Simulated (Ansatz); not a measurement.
The same path of CH4AlF + H2 (9 atoms, charge 0, multiplicity 1) was run twice with different band settings. Lost on the way: Al1–C2, H8–H9. Made: Al1–H8, C2–H9.

Theory: Ansatz, RKS LDA/6-31G*.

Relaxed end points:

```xyz
9
Properties=species:S:1:pos:R:3
Al 0.006 -0.005 0.354
C 0.061 0.254 2.274
H -0.869 -0.103 2.755
H 0.917 -0.256 2.750
H 0.156 1.331 2.514
F 1.436 -0.065 -0.487
H -1.313 0.024 -0.553
H -0.521 -2.190 0.308
H -0.188 -2.134 1.007
```

```xyz
9
Properties=species:S:1:pos:R:3
Al -0.112 -0.545 -0.159
C -0.015 -0.205 2.372
H -0.904 0.400 2.600
H 0.561 -0.421 3.287
H 0.666 0.358 1.699
F 1.211 0.440 -0.400
H -1.550 0.146 -0.237
H 0.150 -2.122 -0.215
H -0.323 -1.197 1.975
```

Common settings: movable images 7; climbing image yes; spring 5.0 eV/Å²; optimiser quadratic models (default); force threshold 0.05 eV/Å; iteration limit 60; end points relaxed.

| run | start path |
| --- | --- |
| 1 | through a guess of the saddle point |
| 2 | straight line |

What does each run give, and how far can it be trusted?

Run 1: converged after 10 iterations, highest image 0.904 eV above the first end. A vibrational analysis at the climbing image gives one clearly imaginary mode, 1178i cm⁻¹: a first-order saddle point.
Run 2: converged after 9 iterations, highest image 0.905 eV above the first end. Another band between the same ends (7 images) ends at a top of the same energy, where a vibrational analysis finds 1 clearly imaginary mode.
The orbitals stay closed-shell, which can raise the energy where a bond breaks towards radicals; this wasn't checked here.
